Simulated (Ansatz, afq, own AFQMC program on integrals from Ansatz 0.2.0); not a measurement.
**Atomization energy of B$_{2}$H, quartet**

```xyz
3

B     0.0000    0.0000    0.1141
B     0.0000    0.0000   -1.4064
H     0.0000    0.0000    1.2923
```

Connectivity, by distances: BH–B.

Atoms in their ground-state spins without spin–orbit coupling (mostly on UHF) minus the molecule (UHF), without zero-point energy. The geometry is a stationary point, not shown to be a minimum.

Basis cc-pVDZ. Noble-gas cores (and the filled d shells of Ga–Kr and In–Xe) are frozen. Integrals, coupled cluster, full CI and functionals: Ansatz 0.2.0; the random walks run on the same integrals in our own AFQMC program. The CISD trial takes its coefficients from CCSD amplitudes. Released means that phaseless walkers are propagated on without the constraint, phases kept. Free AFQMC starts from the CCSD state and is never constrained. Its projection time is finite, and what remains of the start isn't in its error. ± is one standard error of the sampling. The errors of all members are added in quadrature.

No full CI on the walks' own integrals is used here; CCSDT(Q) serves as the reference and is uncertain by about the last step of the cluster series. Each member takes its own surest rung, up to full CI.

The best estimate is CCSD(T) at the basis-set limit (CBS: def2-TZVPP and def2-QZVPP, with their diffuse functions for anions and beside diffuse sets, CCSD(T) itself extrapolated) plus the step from CCSD(T) to CCSDT(Q) in cc-pVDZ. Rows without CBS are in cc-pVDZ, the functionals in def2-TZVP; B2PLYP and the wave-function rows carry a basis error of their own. Core correlation and relativity beyond core potentials are missing, and ± holds the sampling alone.

Cautions: B₂H (quartet): lower spins were not checked.

```json
{"level": "CCSD", "atomization energy (kJ/mol)": "649.0"}
{"level": "r2SCAN", "atomization energy (kJ/mol)": "800.8"}
{"level": "PBE", "atomization energy (kJ/mol)": "786.4"}
```

(1) From these cheaper values, estimate the atomization energy at the level of the best estimate.

(1) 719.1 kJ/mol (best estimate, highest rung CCSDT(Q)).

| level | atomization energy (kJ/mol) | error against the best estimate (kJ/mol) |
| --- | --- | --- |
| HF | 626.3 | -92.8 |
| MP2 | 698.4 | -20.7 |
| CCSD(T) | 655.4 | -63.7 |
| ph-AFQMC/CISD | 656.1 ± 0.6 | -63.0 ± 0.6 |
| released AFQMC | 656.9 ± 0.8 | -62.2 ± 0.8 |
| free AFQMC | 657.2 ± 0.8 | -61.9 ± 0.8 |
| HF/CBS | 641.9 | -77.2 |
| MP2/CBS | 751.6 | 32.5 |
| CCSD(T)/CBS | 717.7 | -1.4 |
| PBE0 | 776.7 | 57.6 |
| B3LYP | 742.7 | 23.6 |
| wB97M-V | 742.8 | 23.8 |
| B2PLYP | 731.0 | 12.0 |
| surest rungs in cc-pVDZ | 656.8 | -62.3 |

Correlation beyond CCSD(T) adds 1.4 kJ/mol. Going to the basis-set limit adds 62.3 kJ/mol at CCSD(T). The perturbative (T) step is worth +6.4 kJ/mol. The functionals spread over 69.8 kJ/mol; B2PLYP comes nearest and r2SCAN is 81.7 kJ/mol too high.

Best estimates are given only where the step beyond CCSD(T) is under 0.3 eV and no member's determinant is very poor (T1 over 0.05, or 0.07 for open shells, ⟨S²⟩ too high by 0.3, two states mixed), so the hardest cases are missing from such tables.

The functionals ran in a triple-zeta set and keep a basis error of their own, a few kJ/mol for each bond in atomization energies and more for double hybrids, so close places among them and the extrapolated levels can swap.

Free projections are given only where their last times agree within the noise and don't stop above the reference; a slow remainder of the start can still hide under it. Each member of a difference takes its own highest rung, so a best estimate needn't equal the limit plus the step of one row. A walk keeps the symmetry of its determinant, which the program's search chose and which needn't be the lowest solution, so a lower state of the same spin and another symmetry isn't excluded. Released energies are given only where the last usable release times agree within the noise; a slower fall can still hide under it.
